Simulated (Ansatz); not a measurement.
`[F][Al]([F])[F]`, relaxed with RKS PBE-D4/def2-SVP in the Gaussian-basis code of Ansatz from a rough embedded geometry. The force threshold is 0.03 eV/Å; the program also tests the step.

The species carries charge 0 and has multiplicity 1.

Start:

```xyz
4

F    -1.196   -0.666    1.231
Al    0.004    0.023   -0.007
F    -0.486    1.385   -1.124
F     1.678   -0.742   -0.100
```

| step | energy (eV) | largest force (eV/Å) | largest move (Å) |
| --- | --- | --- | --- |
| 1 | -14732.0432 | 3.172 | 0.000 |
| 2 | -14732.9497 | 1.897 | 0.102 |
| 3 | -14733.0974 | 0.956 | 0.191 |
| 4 | -14733.2538 | 0.116 | 0.175 |
| 5 | -14733.2547 | 0.007 | 0.004 |

End:

```xyz
4

F    -1.086   -0.588    1.107
Al    0.000    0.000    0.000
F    -0.433    1.245   -1.007
F     1.519   -0.657   -0.100
```

Hardware: 2 threads of a server CPU on a shared host. Wall time 8.1 s, peak host memory 0.46 GiB.
